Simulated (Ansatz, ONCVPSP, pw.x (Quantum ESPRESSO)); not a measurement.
# pw.x on fcc Ti: one setting changed

Potential: optimised norm-conserving Vanderbilt (ONCV), ONCVPSP 4.0.1.1 (patched build), PBEsol; core [Ne], reference 3s2 3p6 3d2 4s1.5 4p0.5; waves: 3s+4s: rc 1.60 bohr, ncon 4, nbas 8, qcut 9.9 1/bohr, 2 projectors; 3p+4p: rc 1.50 bohr, ncon 4, nbas 8, qcut 10.1 1/bohr, 2 projectors; 3d: rc 2.20 bohr, ncon 3, nbas 7, qcut 8.1 1/bohr, 2 projectors, debl 3.1 Ha; f scattering state at 0.25 Ha: rc 2.10 bohr, ncon 5, nbas 8, qcut 5.9 1/bohr, 2 projectors, debl 1.4 Ha; local part: polynomial inside 1.10 bohr (lpopt 5, dvloc0 2 Ha); core correction: Teter function, fcfact 4.75, rcfact 1.55.

The reference run (k-mesh 14³, cutoffs 75/300 Ry, Fermi–Dirac 0.01 Ry, mixing_beta 0.4, conv_thr 1e-9, no spin) gives -0.25 GPa at 16.843 Å³/atom, where all-electron LAPW gives -0.56 GPa. This run, with its own iteration cap, changes k-mesh shift to 1.

```
&control
  calculation='scf', prefix='x', pseudo_dir='./', outdir='./tmp', tstress=.true., disk_io='none'
/
&system
  ibrav=0, nat=1, ntyp=1, ecutwfc=75, ecutrho=300, nbnd=14,
  occupations='smearing', smearing='fd', degauss=0.01
/
&electrons
  conv_thr=1e-09, mixing_beta=0.4, electron_maxstep=60
/
ATOMIC_SPECIES
Ti 1.0 Ti.UPF
CELL_PARAMETERS angstrom
  0.00000000 2.03452556 2.03452556
  2.03452556 0.00000000 2.03452556
  2.03452556 2.03452556 0.00000000
ATOMIC_POSITIONS crystal
Ti 0.0000 0.0000 0.0000
K_POINTS automatic
14 14 14 1 1 1
```

```bash
pw.x < Ti.scf.in > Ti.scf.out
```

Task: How does the run end?

Result: It converges in 8 iterations; the free energy moves by -0.1 meV/atom and the pressure by -0.01 GPa. The result is that of the reference run.

```
Message from routine setup:
     using ibrav=0 with symmetry is DISCOURAGED, use correct ibrav instead
     lattice parameter (alat)  =       5.4372  a.u.
     unit-cell volume          =     113.6622 (a.u.)^3
     number of electrons       =        12.00
     number of Kohn-Sham states=           14
     kinetic-energy cutoff     =      75.0000  Ry
     charge density cutoff     =     300.0000  Ry
     scf convergence threshold =      1.0E-09
     Exchange-correlation= PBESOL
     number of k points=   280  Fermi-Dirac smearing, width (Ry)=  0.0100
     iteration #  1     ecut=    75.00 Ry     beta= 0.40
     total energy              =    -122.53541766 Ry
     estimated scf accuracy    <       0.05408899 Ry
     iteration #  2     ecut=    75.00 Ry     beta= 0.40
     total energy              =    -122.54288561 Ry
     estimated scf accuracy    <       0.00162841 Ry
     iteration #  3     ecut=    75.00 Ry     beta= 0.40
     total energy              =    -122.54305279 Ry
     estimated scf accuracy    <       0.00024472 Ry
     iteration #  4     ecut=    75.00 Ry     beta= 0.40
     total energy              =    -122.54306282 Ry
     estimated scf accuracy    <       0.00000665 Ry
     iteration #  5     ecut=    75.00 Ry     beta= 0.40
     total energy              =    -122.54306257 Ry
     estimated scf accuracy    <       0.00000134 Ry
     iteration #  6     ecut=    75.00 Ry     beta= 0.40
     total energy              =    -122.54306279 Ry
     estimated scf accuracy    <          6.9E-09 Ry
     iteration #  7     ecut=    75.00 Ry     beta= 0.40
     total energy              =    -122.54306279 Ry
     estimated scf accuracy    <          3.9E-09 Ry
     iteration #  8     ecut=    75.00 Ry     beta= 0.40
     the Fermi energy is    13.7298 ev
!    total energy              =    -122.54306279 Ry
     estimated scf accuracy    <          3.5E-10 Ry
     smearing contrib. (-TS)   =      -0.00733702 Ry
     The total energy is F=E-TS. E is the sum of the following terms:
     one-electron contribution =     -37.70570574 Ry
     hartree contribution      =      23.37018834 Ry
     xc contribution           =     -22.33904781 Ry
     ewald contribution        =     -85.86116057 Ry
     convergence has been achieved in   8 iterations
          total   stress  (Ry/bohr**3)                   (kbar)     P=       -2.59
     Message from routine punch:
     Nothing written, as per user request (disk_io='none')
```

The run took about 1.8 min on one core of a shared host (Neoverse-N1, 64 threads, 124 GiB, load 48).
